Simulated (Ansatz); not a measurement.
For Ga (model structure, started from the graphite type, P6₃/mmc, No. 194, 4 atoms in the cell), PBEsol (Ansatz, a first-principles code, plane waves, PAW) gives:

```
Item                   Value
-------------------  -------
lattice parameter a  4.352 Å
lattice parameter c  5.199 Å
```

Task: What does PBE-D3(BJ) in Ansatz (plane waves, PAW) give for the same quantities?

Result: 
- lattice constant a: 4.380 Å (increases by 0.6 %)
- lattice parameter c: 5.235 Å (increases by 0.7 %)

Changes are worked out from the printed values.

Unless a cell is named, each level is at its own relaxed cell (PBEsol 21.32, PBE-D3(BJ) 21.75 Å³/atom).

Ansatz's density-functional and Hartree–Fock values are scalar-relativistic unless marked +SOC, with PAW data made under PBE.

A model structure was made by putting elements into a prototype or built by hand; it is no filed structure, need not be a known phase, and can be a saddle point held by its symmetry.
